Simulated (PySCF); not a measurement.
**Where the electron goes**

Compound: C4H11PS.
Structure used (GFN2-xTB), in Å, numbered top down from 1:
```xyz
17
C4H11PS angstrom
C     -2.5030   -0.9356    1.0155
S     -1.4335   -1.6903   -0.2365
C     -0.6012   -0.1911   -0.8391
P      0.4643    0.5939    0.4807
C      1.7960   -0.6847    0.5023
C      1.2764    1.8400   -0.6197
H     -3.2506   -0.3154    0.5280
H     -2.9816   -1.7457    1.5552
H     -1.8898   -0.3410    1.6881
H      0.0019   -0.5035   -1.6936
H     -1.3667    0.5135   -1.1711
H      2.2194   -0.8305   -0.4912
H      2.5774   -0.3712    1.1919
H      1.3719   -1.6222    0.8582
H      2.0801    2.3192   -0.0640
H      1.6821    1.3753   -1.5177
H      0.5499    2.6011   -0.8979
```

The calculation used TDDFT wB97X-D/def2-SVPD, vertical, gas phase, core orbitals frozen in the response in PySCF.

Kohn–Sham orbitals with the atoms that hold most of them (Löwdin shares over 4%, at most four atoms; ? is withheld):

| orbital | ε (eV) | atoms |
| --- | --- | --- |
| HOMO-3 | -11.24 | C5 30%, P4 23%, C6 14%, C3 8% |
| HOMO-2 | -10.44 | S2 47%, C3 14%, C6 10%, C1 9% |
| HOMO-1 | -8.63 | P4 50%, S2 13%, C6 9%, C5 9% |
| HOMO | -8.00 | ? |
| LUMO | ? | ? |
| LUMO+1 | 2.39 | S2 32%, C5 10%, C1 8%, C3 7% |
| LUMO+2 | 2.47 | S2 50%, C6 9%, H17 5%, C1 5% |

**Question.** Give the leading atoms of the HOMO.

**Answer.** S2 (bonded to 2 C) 56%; P4 (bonded to 3 C) 13%; C3 (bonded to P, S and 2 H) 11%; C1 (bonded to S and 3 H) 8%. By element: sulfur 56%, carbon 19% or more, phosphorus 13%.

**Question.** Which atoms hold the LUMO, and with what shares?

**Answer.** S2 (bonded to 2 C) 48%; C6 (bonded to P and 3 H) 9%; C3 (bonded to P, S and 2 H) 6%; C1 (bonded to S and 3 H) 6%. By element: sulfur 48%, carbon 21% or more.

**Question.** What is the LUMO energy, and the HOMO–LUMO gap?

**Answer.** ε(LUMO) = 2.11 eV; the gap is 10.11 eV (0.3717 hartree).

**Question.** The HOMO–LUMO gap is 10.11 eV. Where does the response calculation put the lowest singlet, and from which orbitals?

**Answer.** S1 is at 5.44 eV (f = 0.0030), 4.67 eV below the gap, made of HOMO→LUMO (66%). Without the coupling terms of the response equations the lowest excitation would equal the gap.

Next come S2 at 6.15 eV (f 0.015), HOMO→LUMO+1 (59%), HOMO→LUMO+3 (18%), HOMO→LUMO+2 (9%); S3 at 6.53 eV (f 0.025), HOMO→LUMO+2 (56%), HOMO→LUMO+3 (21%); S4 at 6.59 eV (f 0.062), HOMO-1→LUMO (32%), HOMO→LUMO+4 (31%); S5 at 6.73 eV (f 0.131), HOMO-1→LUMO+3 (36%), HOMO→LUMO+3 (19%), HOMO→LUMO+1 (10%).

Löwdin shares depend on the basis, the more so with diffuse functions.

One conformer stands for the species.
